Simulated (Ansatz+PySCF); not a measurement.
The numbers below are computed, except where a source is named.
A run of Ansatz (development build ahead of 0.2.0) on singlet P₂ in separate pieces at this shape:

```xyz
2

P     0.0000    0.0000   -2.8365
P     0.0000    0.0000    2.8365
```

Its results:

| Item | Value |
| --- | --- |
| Converged | yes |
| Total energy | -682.26480 hartree |
| Spin squared of the determinant | 2.999 |
| Stability test | minimum |

Forces (eV/Å):
| atom | Fx | Fy | Fz |
| --- | --- | --- | --- |
| P1 | 0.000 | 0.000 | 0.005 |
| P2 | 0.000 | 0.000 | -0.005 |

Question: Which input gives this output? Name the method, the orbitals and the basis set, and write the input.

Answer: PBE0 (unrestricted) in cc-pVDZ.

```yaml
crystal:
  periodic: [false, false, false]
  atoms:
    - { symbol: P, position_ang: [0.0, 0.0, -2.8365] }
    - { symbol: P, position_ang: [0.0, 0.0, 2.8365] }
basis:
  gaussian: { orbitals: cc-pVDZ }
magnetization:
  spin_polarized: true
hamiltonian:
  xc: pbe0
output:
  forces: true
```

Caution: the unrestricted determinant is a mixture of spin states; the determinant breaks the point group.
